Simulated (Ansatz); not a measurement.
Results of RPBE in Ansatz (PAW) for rock-salt MgS.

Settings: plane-wave cutoff 520 eV, 12×12×12 k mesh, Fermi–Dirac smearing 0.01 eV, scalar-relativistic PAW data made under PBE.

Pressure at four volumes; x = ln(V/18.405 Å³). One pressure is withheld.

```json
[
 {"V (Å³/atom)": "17.301", "x": "-0.0619", "P (GPa)": "?"},
 {"V (Å³/atom)": "17.669", "x": "-0.0408", "P (GPa)": "3.07"},
 {"V (Å³/atom)": "18.405", "x": "0.0000", "P (GPa)": "-0.01"},
 {"V (Å³/atom)": "19.509", "x": "0.0583", "P (GPa)": "-3.59"}
]
```

Task: Pass a parabola P(x) through the three rows shown, estimate the bulk modulus and its pressure derivative near zero pressure, and predict the withheld pressure.

Result: Slopes between the rows: (-0.01 − (3.07))/(0.0000 − (-0.0408)) = -75.49 and (-3.59 − (-0.01))/(0.0583 − (0.0000)) = -61.41 GPa. Their difference over the span 0.0991 is c = 14.08/0.0991 = 142.1 GPa, so P(x) = 3.07 + (-75.49)(x − (-0.0408)) + 142.1 (x − (-0.0408))(x − (0.0000)). At the middle row B = −dP/dx = −[-75.49 + 142.1 × 0.0408] = 69.7 GPa, and B′ = dB/dP = 2c/B = 4.1. At x = -0.0619 the parabola gives 4.85 GPa; the run gives 4.86 GPa. The Birch–Murnaghan fit to the energies at all volumes has B0 = 69.4 GPa and B′ = 4.1.

Measured, for comparison: bulk modulus 81 GPa (corrected for zero-point motion; as tabulated in Goldzak et al. (2022), arXiv:2208.04865). Computed (rounded) less measured: bulk modulus -14 %.

Ansatz is a first-principles code.
